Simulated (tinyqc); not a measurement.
A ladder of methods, and size consistency: correlation methods against full CI in the sto-6g basis, for H2O, spin multiplicity 1. Computed by the program tinyqc with PySCF. All electrons correlated; +Q is the Davidson correction (1 - c0^2) E_corr. The last columns treat two copies 100 angstrom apart as one system. FCI is the lowest singlet.

Geometry (angstrom):
```
atom,x,y,z
O,0.0000,0.0000,0.0000
H,0.0000,0.7870,0.5920
H,0.0000,-0.7870,0.5920
```

RHF energy of one = -75.679614 hartree

Correlation energies (hartree):
```
method,E_corr of one,share of FCI (%),E_corr of two at 100 angstrom,two minus twice one (mhartree)
MP2,-0.037926,71.0411,-0.075853,0.0000
CISD,-0.052531,98.3974,-0.102205,2.8561
CISD+Q,-0.054043,101.2302,-0.107604,0.4818
CCSD,-0.053250,99.7445,-0.106500,0.0000
CCSD(T),-0.053326,99.8879,-0.106653,0.0000
FCI,-0.053386,100.0000,-,-
```

What does the comparison show, and why?

MP2 recovers 71 %, CISD 98.4 % and CCSD 99.7 % of the FCI value (c0^2 = 0.971 in CISD). MP2 and coupled cluster are size consistent, so their last column vanishes; CISD loses 2.86 mhartree, since a double excitation on each copy is a quadruple of the pair, and the Davidson correction leaves +0.48.
